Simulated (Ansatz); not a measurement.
Geometry optimisation, Ansatz 0.2.0, RKS B3LYP/def2-SVP.

Input:

```yaml
crystal:
  periodic: [false, false, false]
  atoms:
    - { symbol: S, position_ang: [-2.39584, 0.51355, -0.1925] }
    - { symbol: Si, position_ang: [-0.44008, 0.05986, -0.36497] }
    - { symbol: S, position_ang: [0.69478, 0.02924, 1.55413] }
    - { symbol: H, position_ang: [-0.1031, -1.28247, -0.86055] }
    - { symbol: H, position_ang: [0.40223, 0.99579, -1.1236] }
    - { symbol: H, position_ang: [1.84202, -0.31597, 0.98749] }
total_charge: -1
basis:
  gaussian: { orbitals: def2-SVP }
hamiltonian:
  xc: b3lyp
relax:
  f_tol: 0.015
  max_steps: 40
output:
  orbitals: {}
```

Run as:

```bash
$ ansatz run input.yaml --threads 1 --pin off --max-ram 2048MiB --backend cpu --events-out ev --progress --plain --runs-dir out
```

Where does it end, and by what steps?

The forces met the threshold. Limits of this set-up: an anion without diffuse functions, the dipole of an ion depends on the origin. After 4 steps the energy has fallen by 0.080 eV; H4 moved furthest, 0.08 Å.

| step | energy less start (eV) | largest force component (eV/Å) | accepted |
| --- | --- | --- | --- |
| 0 | 0.0000 | 0.776 | yes |
| 1 | -0.0688 | 0.391 | yes |
| 2 | -0.0791 | 0.073 | yes |
| 3 | -0.0801 | 0.045 | yes |
| 4 | -0.0803 | 0.013 | yes |

```xyz
6
Properties=species:S:1:pos:R:3
S -2.419 0.526 -0.148
Si -0.456 0.063 -0.358
S 0.682 0.032 1.594
H -0.097 -1.295 -0.937
H 0.411 0.986 -1.199
H 1.879 -0.311 1.050
```

Whether the end is a true minimum wasn't checked by a vibrational analysis.

Run time: 4.6 s on 1 thread of AMD EPYC 9R45 96-Core Processor (Zen 5), on a shared host, peak memory 0.15 GiB.
